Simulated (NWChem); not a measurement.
System: pyrrole (C4H5N); SMILES c1cc[nH]c1

Program: NWChem. Pople sets run with spherical d functions. Structure relaxed at the PBE0/def2-SVP level. Level: M06-2X/6-31G* with SMD (1 M gas to 1 M solution), gas-phase geometry.

Problem. Order these by “cavity-dispersion-structure term (kcal/mol)”, lowest first: 1-octanol; benzene; water; 1,4-dioxane.

Solution. benzene (-2.3), 1,4-dioxane (-0.4), 1-octanol (0.3), water (3.3)
